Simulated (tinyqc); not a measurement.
Worked calculation: extended Hueckel theory, for HF+. The parameters take no account of the charge, which enters only through the electron count. One step of it, computed by the program tinyqc.

Task: Mulliken analysis. P = C n C^T; charge = valence electrons (F 7, H 1) minus the sum of (P S)_ii on the atom; overlap population = 2 sum P_ij S_ij between two atoms.

coefficients:
```
              MO1        MO2        MO3       MO4        MO5
1F 2s    0.950235  -0.133902   0.000000  0.000000  -0.597595
1F 2px   0.000000   0.000000   0.999012  0.044443   0.000000
1F 2py   0.000000   0.000000  -0.044443  0.999012   0.000000
1F 2pz  -0.021643   0.896860   0.000000  0.000000  -0.623266
2H 1s    0.105457   0.232063   0.000000  0.000000   1.185878
```

occupations: 2.000000  2.000000  1.500000  1.500000  0.000000

overlap S, lower triangle:
```
           1F 2s    1F 2px    1F 2py    1F 2pz     2H 1s
1F 2s   1.000000
1F 2px  0.000000  1.000000
1F 2py  0.000000  0.000000  1.000000
1F 2pz  0.000000  0.000000  0.000000  1.000000
2H 1s   0.434681  0.000000  0.000000  0.362454  1.000000
```

Give: charges; Overlap populations.

Result:

charges: 1F 0.3393, 2H 0.6607

Overlap populations:
```
pair     value
2-1   0.418646
```
